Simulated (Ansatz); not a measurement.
Input file:

```yaml
crystal:
  periodic: [false, false, false]
  atoms:
    - {symbol: Al, position_ang: [0.000000, 0.000000, 0.000000]}
    - {symbol: S, position_ang: [0.000000, 0.000000, 2.240800]}
basis:
  gaussian: {orbitals: cc-pVTZ-DK}
magnetization: {spin_polarized: false, initial_magnetization: 1}
hamiltonian: {pseudopotentials: {relativity: none}}
correlation: {active_space: {ras: {orbitals: [4, 1, 53], electrons: 9, max_holes: 2, max_particles: 2}, fixed_orbitals: true}}
output: {forces: true}
```

```sh
$ ansatz run in.yaml --threads 1 --pin off --events-out ev --progress --plain --max-ram 2393MiB
```

Problem. Roughly how long does this take on 1 thread of Intel Xeon Platinum 8488C, shared host, and how much host memory?

Solution. 9 s wall and 0.47 GiB.

```
416 factors; integrals over basis functions are off by at most 1.4e-3 eV
mean field evaluation 1: about -17388.0566 eV, gradient 1.9e1 eV
mean field evaluation 2: about -17388.1171 eV, gradient 2.0e1 eV
mean field evaluation 4: about -17390.2895 eV, gradient 9.6e-1 eV
mean field evaluation 8: about -17390.3063 eV, gradient 2.8e-1 eV
mean field evaluation 16: about -17390.3134 eV, gradient 2.1e-5 eV
mean field evaluation 32: about -17383.9902 eV, gradient 1.9e1 eV
mean field evaluation 64: about -17386.5830 eV, gradient 9.5e-6 eV
mean field evaluation 96: about -17390.5836 eV, gradient 1.1e0 eV
mean field evaluation 128: about -17390.3109 eV, gradient 9.6e-2 eV
mean field -17390.68177790 eV, -639.0957675105 hartree, gradient 1.6e-6 eV, S^2 0.750000; 10 other end points of the search recorded, 0 dependent functions left out
reference -17390.68177790 eV, -639.0957675105 hartree; 15, 14 occupied and 53, 54 virtual orbitals, 416 factors
state -17396.39048000 eV, -639.3055584432 hartree
the calculation of the forces begins
WARN: the results are in doubt because the basis set is contracted for relativity, which is off
Total energy: -17396.39048000 eV, -639.3055584432 hartree
Atom 0 at     0.000000     0.000000     0.000000 Å, force     0.000000    -0.000000    -0.342175 eV/Å
Atom 1 at     0.000000     0.000000     2.240800 Å, force    -0.000000     0.000000     0.342175 eV/Å
Dipole moment:     0.000000     0.000000    -0.228272 e Å
In doubt: the basis set is contracted for relativity, which is off
```

Forces (eV/Å):
```
Al   0.000  0.000 -0.342
S    0.000  0.000  0.342
```
